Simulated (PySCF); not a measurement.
# Atomic charges against the basis set

Species: C3H5N3.
Numbering: `[CH3:1][n:2]1[n:3][cH:4][cH:5][n:6]1` (hydrogens: H7, H8, H9 on C1; H10 on C4; H11 on C5)

PBE0 throughout (PySCF), one geometry, spherical d and f functions. Isolated species at its PBE0-D3(BJ)/def2-SVP geometry, gas phase. Atoms taken as equivalent share a column and are averaged.

Mulliken charges (e):

```
      basis  functions      C1      N2   N3/N6   C4/C5  H7/H8/H9  H10/H11
   pcSseg-0         64  -0.319  -0.327  -0.325  -0.008    +0.261   +0.265
    cc-pVDZ        109  +0.077  -0.078  -0.161  +0.030    +0.072   +0.024
aug-cc-pVDZ        183  +0.981  +0.146  -0.613  +0.587    -0.139   -0.330
    cc-pVTZ        250  -0.170  +0.186  -0.180  -0.123    +0.113   +0.126
   IGLO-III        260  -0.383  +0.330  -0.299  +0.012    +0.150   +0.088
```

IAO charges (e):

```
      basis  functions      C1      N2   N3/N6   C4/C5  H7/H8/H9  H10/H11
   pcSseg-0         64  -0.309  +0.114  -0.217  -0.119    +0.173   +0.174
    cc-pVDZ        109  -0.311  +0.158  -0.232  -0.110    +0.168   +0.166
aug-cc-pVDZ        183  -0.320  +0.164  -0.244  -0.110    +0.173   +0.173
    cc-pVTZ        250  -0.322  +0.162  -0.240  -0.110    +0.172   +0.171
   IGLO-III        260  -0.322  +0.162  -0.243  -0.110    +0.173   +0.173
```

Hirshfeld charges (e):

```tsv
basis	functions	C1	N2	N3/N6	C4/C5	H7/H8/H9	H10/H11
pcSseg-0	64	-0.042	+0.119	-0.145	-0.044	+0.057	+0.064
cc-pVDZ	109	-0.050	+0.110	-0.133	-0.043	+0.058	+0.060
aug-cc-pVDZ	183	-0.058	+0.079	-0.135	-0.038	+0.064	+0.067
cc-pVTZ	250	-0.055	+0.093	-0.135	-0.040	+0.061	+0.065
IGLO-III	260	-0.057	+0.080	-0.135	-0.038	+0.064	+0.066
```

ESP-fitted charges (e):

```
      basis  functions      C1      N2   N3/N6   C4/C5  H7/H8/H9  H10/H11
   pcSseg-0         64  -0.680  +0.883  -0.590  +0.017    +0.211   +0.154
    cc-pVDZ        109  -0.533  +0.710  -0.459  -0.041    +0.173   +0.152
aug-cc-pVDZ        183  -0.635  +0.800  -0.501  -0.036    +0.196   +0.160
    cc-pVTZ        250  -0.618  +0.785  -0.491  -0.038    +0.192   +0.158
   IGLO-III        260  -0.624  +0.803  -0.504  -0.036    +0.193   +0.160
```

Some averages cover members that differ in this geometry, most widely: N3/N6, Mulliken in aug-cc-pVDZ -0.732 to -0.493; H7/H8/H9, Mulliken in aug-cc-pVDZ -0.213 to -0.077; C4/C5, ESP-fitted in pcSseg-0 -0.019 to +0.053; C4/C5, ESP-fitted in cc-pVTZ -0.068 to -0.008 e.

**Question.** Which scheme is steadiest as the basis changes?

**Answer.** Largest range over the bases for any column: Hirshfeld 0.04 e, IAO 0.05 e, ESP-fitted 0.17 e, Mulliken 1.36 e. Hirshfeld and IAO charges move least and Mulliken charges most, counted in e.

**Question.** How much do the charges still move between the two largest bases, cc-pVTZ and IGLO-III?

**Answer.** At most, over all atoms: Mulliken 0.213 e, IAO 0.003 e, Hirshfeld 0.012 e, ESP-fitted 0.018 e.

**Question.** What do the same runs give for the total energy, the frontier levels and the dipole moment?

**Answer.** 
```csv
basis,energy (Eh),HOMO (eV),LUMO (eV),μ (D)
pcSseg-0,-280.5359,-8.00,-0.19,0.36
cc-pVDZ,-281.2492,-7.38,0.22,0.61
aug-cc-pVDZ,-281.2664,-7.55,-0.19,0.50
cc-pVTZ,-281.3216,-7.50,-0.01,0.52
IGLO-III,-281.3338,-7.55,-0.15,0.51
```

The dipole is fixed by the density alone, so its range of 0.25 D shows that the density itself changes with the basis, not only its division among atoms.
